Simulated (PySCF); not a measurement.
An unknown is described by computed data only.

Elements present: C, F and H. Monoisotopic mass: 89.0197 u (electron mass counted); charge +1.

| Quantity | Value |
| --- | --- |
| Couplings | largest of the computed one-bond spin–spin couplings (means over like bonds): 19F–13C -534.2, 19F–13C -289.3, 13C–1H +276.0, 13C–1H +167.6 (×2), 13C–13C +53.7, 13C–13C +43.6, 13C–13C +34.7, 13C–13C +19.6 Hz [B3LYP/pcJ-1] |
| UV, first state | lowest singlet excitation: 6.97 eV (178 nm, f = 0.001) [TDDFT CAM-B3LYP/def2-SVPD] |
| Triplet | lowest triplet excitation (Tamm–Dancoff): 6.14 eV [TDA CAM-B3LYP/def2-SVPD] |
| UV, strongest line | among the 10 lowest singlet transitions: S2 at 7.24 eV (171 nm, f = 0.153) [TDDFT CAM-B3LYP/def2-SVPD] |
| Rotational structure | rotational constants A, B, C: 12.601, 1.875, 1.649 GHz [PBE0-D3(BJ)/def2-SVP] |
| 13C NMR | chemical shifts (computed TMS as zero) by class: 170.8 (1 C), 164.9 (1 C), 149.2 (1 C), 79.5 (1 C) ppm [GIAO KT3/pcSseg-2] |
| 1H NMR | chemical shifts (computed TMS as zero) by class: 9.20 (1 H), 6.28 (2 H) ppm [GIAO KT3/pcSseg-2] |

Electronic properties: PySCF, gas phase, density fitting. Levels stand in brackets. Isolated species at its PBE0-D3(BJ)/def2-SVP geometry (one conformer only). NMR classes are plain means over equivalent atoms (diastereotopic ones count apart unless rotation or inversion swaps them), as if these changed places fast.

Question: Which formula fits the mass and the elements?

Answer: C4H3F2 (calculated 89.0197). No other formula that holds each of these elements comes within 0.0003 u with a fitting electron parity and a possible valence count.

Question: Give a SMILES that accounts for the data.

Answer: Numbering: `[F:1][CH2:2][c:3]1[cH:4][c+:5]1[F:6]`. 4 carbons fall into 4 classes; from least to most shielded: unsaturated ring carbon [C3] (170.8 ppm), unsaturated ring carbon [C5] (164.9 ppm), unsaturated ring CH carbon [C4] (149.2 ppm), sp3 C–F carbon [C2] (79.5 ppm). Hydrogen classes from least to most shielded: 1 H on an unsaturated ring CH carbon, C4 (9.20 ppm), 2 H on an sp3 C–F carbon, C2 (6.28 ppm). The couplings run between: -534.2 Hz, fluorine bonded to C [F6] and unsaturated ring carbon [C5]; -289.3 Hz, alkyl fluorine [F1] and sp3 C–F carbon [C2]; +276.0 Hz, unsaturated ring CH carbon [C4] and its hydrogen; +167.6 Hz, sp3 C–F carbon [C2] and its hydrogen (with 1 like pair); +53.7 Hz, sp3 C–F carbon [C2] and unsaturated ring carbon [C3]; +43.6 Hz, unsaturated ring CH carbon [C4] and unsaturated ring carbon [C5]; +34.7 Hz, unsaturated ring carbon [C3] and unsaturated ring carbon [C5]; +19.6 Hz, unsaturated ring carbon [C3] and unsaturated ring CH carbon [C4]. S1 is mainly HOMO−1→LUMO (weight 0.85); the largest Löwdin shares of the orbital it empties are 0.53 on the alkyl fluorine, 0.13 on the sp3 C–F carbon, 0.11 on an unsaturated ring carbon and 0.07 on an unsaturated ring carbon, of the orbital it fills 0.41 on the unsaturated ring CH carbon, 0.34 on an unsaturated ring carbon, 0.08 on an unsaturated ring carbon and 0.06 on the sp3 C–F carbon. The optimised geometry has point group Cs and is an asymmetric top. Structure: `c1[c+](c1CF)F`. Computed isomers that give other values at the same levels: `FC(F)c1c[cH+]1` (rotational constant A: 7.530 GHz; this holds for the one conformer computed). The assignments are read from this structure; whether some other isomer fits the data as well wasn't checked.

Shape of the structure used: `[F:1][CH2:2][c:3]1[cH:4][c+:5]1[F:6]`: F1–C2–C3–C4 1°.
